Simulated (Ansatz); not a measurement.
We consider 2H MoS₂, described by r²SCAN+rVV10 in Ansatz (PAW).

Run with plane-wave cutoff 560 eV, 12×12×4 k mesh (along the axes of the cell as run), Fermi–Dirac smearing 0.01 eV, no spin polarisation, scalar-relativistic PAW data made under PBE.

Energies at three volumes about the minimum:

```json
[
 {"V (Å³/atom)": "17.709", "E − E_lowest (meV/atom)": "1.00"},
 {"V (Å³/atom)": "18.070", "E − E_lowest (meV/atom)": "0.00"},
 {"V (Å³/atom)": "18.432", "E − E_lowest (meV/atom)": "0.82"}
]
```

**Question.** Fit a parabola by hand: where is the minimum, and what is the bulk modulus?

**Answer.** Slopes: (0.00 − 1.00)/(18.070 − 17.709) = -2.770 and (0.82 − 0.00)/(18.432 − 18.070) = 2.265 meV/Å³. Curvature E″ = 2 × (2.265 − (-2.770))/(18.432 − 17.709) = 13.928 meV/Å⁶. From the middle of the first interval, the slope vanishes at V0 = 17.8895 − (-2.770)/13.928 = 18.088 Å³/atom. B = V0 E″ = 18.088 × 13.928 meV/Å³ × 0.1602 GPa per meV/Å³ = 40.4 GPa. The full Birch–Murnaghan fit to all volumes gives V0 = 18.071 Å³/atom and B0 = 39.9 GPa.

Shape and atoms are relaxed at each volume.

Measured, for comparison: bulk modulus 53.4 ± 1 GPa (room temperature, no zero-point or thermal correction; as tabulated in Equation of State Measurement of Molybdenum Disulfide, J. Phys. Chem. Solids 67 …). Computed (rounded) less measured: bulk modulus -25 %.

Note: the bulk modulus comes from volumes at which shape and atoms were relaxed.

Ansatz is an electronic-structure program.
